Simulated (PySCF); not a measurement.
# `C[S@](=O)C1=CC1`: 4 charge schemes on one density

Compound: C4H6OS.
Z-matrix (Å and degrees, GFN2-xTB geometry), rows numbered from 1:
```
C 
S   1  1.8567
O   2  1.4590  1  106.46
C   2  1.7807  1   92.57  3  -108.36
C   4  1.3019  2  151.77  1   128.37
C   5  1.5028  4   64.47  2   172.74
H   1  1.0853  2  107.55  3   -70.86
H   1  1.0843  2  109.18  3    48.44
H   1  1.0837  2  108.37  3   169.73
H   5  1.0613  4  150.77  6   179.44
H   6  1.0840  4  119.84  5   105.36
H   6  1.0845  4  119.26  5  -106.27
```

Density: PBE0/pcSseg-1 (PySCF); schemes: Mulliken, IAO, Hirshfeld and ESP-fitted. One conformer (not necessarily the lowest) at the GFN2-xTB geometry, without solvent, vibrations or thermal averaging.

Do the Mulliken, IAO, Hirshfeld and ESP-fitted schemes agree on where the charge is highest?

All schemes agree: Mulliken S2 (+0.674); IAO S2 (+1.156); Hirshfeld S2 (+0.355); ESP-fitted S2 (+0.322).

Do the Mulliken, IAO, Hirshfeld and ESP-fitted schemes agree on where the charge is lowest?

The schemes don't all agree: Mulliken O3 (-0.600); IAO O3 (-0.890); Hirshfeld O3 (-0.363); ESP-fitted C1 (-0.461).

Tabulate the Mulliken, IAO, Hirshfeld and ESP-fitted charges.

In e:

| atom | environment | Mulliken | IAO | Hirshfeld | ESP-fitted |
| --- | --- | --- | --- | --- | --- |
| C1 | S-methyl carbon | -0.393 | -0.573 | -0.128 | -0.461 |
| S2 | sulfinyl sulfur | +0.674 | +1.156 | +0.355 | +0.322 |
| O3 | sulfinyl oxygen | -0.600 | -0.890 | -0.363 | -0.426 |
| C4 | fully substituted alkene carbon | -0.198 | -0.222 | -0.041 | +0.041 |
| C5 | alkene CH carbon | -0.133 | -0.141 | -0.033 | -0.138 |
| C6 | allylic carbon | -0.149 | -0.270 | -0.095 | -0.246 |
| H7 | methyl hydrogen | +0.156 | +0.170 | +0.056 | +0.204 |
| H8 | methyl hydrogen | +0.161 | +0.169 | +0.053 | +0.180 |
| H9 | methyl hydrogen | +0.145 | +0.164 | +0.050 | +0.142 |
| H10 | vinylic hydrogen | +0.082 | +0.185 | +0.084 | +0.181 |
| H11 | methylene hydrogen | +0.128 | +0.127 | +0.032 | +0.098 |
| H12 | methylene hydrogen | +0.125 | +0.125 | +0.031 | +0.104 |

Mean size of the charges over all atoms: IAO 0.349 e, Mulliken 0.245 e, ESP-fitted 0.212 e, Hirshfeld 0.110 e. Each set sums to the total charge, 0, to within 0.001 e. The Hirshfeld scheme divides the density at each point in proportion to the densities of the neutral, spherically averaged free atoms. The IAO scheme counts the electrons in orthogonalised intrinsic atomic orbitals, a minimal basis polarised so that it spans the occupied orbitals exactly.

Sum the charges by element, for elements with more than one atom.

| element | atoms | Mulliken | IAO | Hirshfeld | ESP-fitted |
| --- | --- | --- | --- | --- | --- |
| C | 4 | -0.872 | -1.205 | -0.297 | -0.804 |
| H | 6 | +0.798 | +0.939 | +0.305 | +0.908 |

How closely do the schemes follow one another over all atoms?

Correlation coefficient and root-mean-square difference: Mulliken with IAO 0.99, 0.177 e; IAO with Hirshfeld 0.98, 0.324 e; Mulliken with Hirshfeld 0.97, 0.162 e; Mulliken with ESP-fitted 0.90, 0.141 e; IAO with ESP-fitted 0.88, 0.288 e; Hirshfeld with ESP-fitted 0.86, 0.136 e.

The run behind these numbers computed NMR shieldings as well. The run took 13 s on one thread, Arm Neoverse V1 (aarch64), shared host with 32 logical CPUs at a one-minute load of 19, and the process peaked at 0.75 GiB of memory.
